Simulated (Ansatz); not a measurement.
# AlBH: the cost of one run

Program: Ansatz 0.2.0, Gaussian basis. Level of theory: def2-QZVPP, core rule «outside noble gas», up to 6 orbitals frozen. These are calculated values, not measurements.

The runs, in order: UHF; ROHF; CCSD(T) on UHF.

2 further runs of the same task are left out: 2 set aside as unsound or not needed.

## 1. The geometry

The geometry is a PBE0/def2-TZVP stationary point (not a proven minimum) of the parent state, kept for this charge and spin.

3 atoms, charge 1, spin multiplicity 3.

Atoms are counted from 1 here; the program's logs count them from 0.

Bond lengths: B1–Al2 2.120 Å, B1–H3 1.196 Å. Angles: Al2–B1–H3 167.9°.

## 2. UHF

The input, in.yaml:

```yaml
crystal:
  periodic: [false, false, false]
  atoms:
    - {symbol: B, position_ang: [0.000000, -0.091982, 0.314337]}
    - {symbol: Al, position_ang: [0.000000, -0.033351, -1.805038]}
    - {symbol: H, position_ang: [0.000000, 0.125333, 1.490702]}
basis:
  gaussian: {orbitals: "def2-QZVPP.json"}
total_charge: 1
magnetization: {spin_polarized: true, initial_magnetization: 2}
hamiltonian: {xc: hf}
output: {orbitals: {seedname: orbitals}}
```

Command:

```bash
> ansatz run in.yaml --threads 1 --pin off --events-out ev --progress --plain --max-ram 2393MiB
```

**Question.** How long does this run take on 1 thread of Arm Neoverse V1, shared host, and how much memory does it need?

About 11 s, with a peak of 0.29 GiB.
